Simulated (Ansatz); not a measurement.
Reaction: C2H6O (SMILES CCO) + H+ → C2H7O+ (SMILES CC[OH2+])
Each species at its own B3LYP-D3(BJ)/def2-TZVP minimum (Ansatz, a program for electronic structure), one conformer.

Total energies in hartree (Ansatz). Open shells are spin-unrestricted; no spin-orbit coupling. Correlated methods leave the cores frozen. No relativity.

| species | HF/cc-pVTZ | CCSD(T)/cc-pVTZ | HF/cc-pVQZ | CCSD(T)/cc-pVQZ | CCSD(T)/cc-pVDZ | CCSDT(Q)/cc-pVDZ |
|---|---|---|---|---|---|---|
| 1: C2H6O (SMILES CCO) | -154.14243 | -154.79527 | -154.15422 | -154.84492 | -154.62297 | -154.62460 |
| 2: C2H7O+ (SMILES C(C)[OH2+]) | -154.45832 | -155.10564 | -154.46937 | -155.15274 | -154.93828 | -154.93992 |

Task: Work out the proton affinity (electronic), positive where energy is released in kJ/mol: take Hartree-Fock from cc-pVQZ, extrapolate the CCSD(T) correlation energy as X^-3 (X = 3, 4), and add CCSDT(Q) - CCSD(T) in cc-pVDZ. 1 hartree = 2625.5 kJ/mol.

Result: 
Species 1: correlation (64·(-0.69070) - 27·(-0.65284))/37 = -0.71833; step -0.00163; E1 = -154.15422 + (-0.71833) + (-0.00163) = -154.87418
H+ has no electrons: E = 0
Species 2: correlation (64·(-0.68337) - 27·(-0.64732))/37 = -0.70968; step -0.00164; E2 = -154.46937 + (-0.70968) + (-0.00164) = -155.18069
+1·E1 -1·E2 = 0.30651 hartree = 804.7 kJ/mol.
